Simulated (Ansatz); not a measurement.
CP, SMILES `[C]#P` radical. Total charge 0; spin multiplicity 2. All single points use the PBE0-D4/def2-TZVP geometry.

```xyz
2

C    -0.762    0.131    0.048
P     0.762   -0.131   -0.048
```

What is the dipole moment at ωB97M-V/def2-TZVPP? (An estimate is asked.)

Ansatz gave: 1.04 D, with components (1.03, -0.18, -0.06) D in this frame, pointing from negative to positive charge.

And with PBE, r2SCAN, B3LYP? (Estimate.)

Ansatz gave: PBE 1.03 D, r2SCAN 0.85 D, B3LYP 1.04 D.

Give the Mulliken charges with ωB97M-V, B3LYP, r2SCAN in def2-TZVPP. (An estimate is asked.)

Computed: 
```csv
atom,ωB97M-V,B3LYP,r2SCAN
C1,-0.04,-0.01,-0.06
P2,0.04,0.01,0.06
```

B3LYP here is the variant with VWN-RPA as its local correlation; programs differ in this.
